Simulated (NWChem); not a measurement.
Species: ethanethiol (C2H6S); SMILES C(S)C

```xyz
9

C      0.3590    -1.6363    -0.0494
C     -0.6390    -0.4984     0.0396
S      0.1001     1.1635    -0.0599
H     -0.1581    -2.6097    -0.0422
H      1.0567    -1.6228     0.8026
H      0.9557    -1.5671    -0.9710
H     -1.3413    -0.5260    -0.8085
H     -1.2502    -0.5675     0.9528
H      0.8163     1.0856     1.0830
```
Atoms are numbered in this order, from 1.

Computed with NWChem. Geometry: optimised at PBE0/def2-SVP.

Task: Estimate the computed values for B3LYP/def2-SVP. Quantities: highest occupied level (eV); orbital gap (eV); dipole (D).

Result: The highest occupied level (eV) comes out as -6.31. The orbital gap (eV) is 7.10 and the dipole (D) comes out as 1.51.
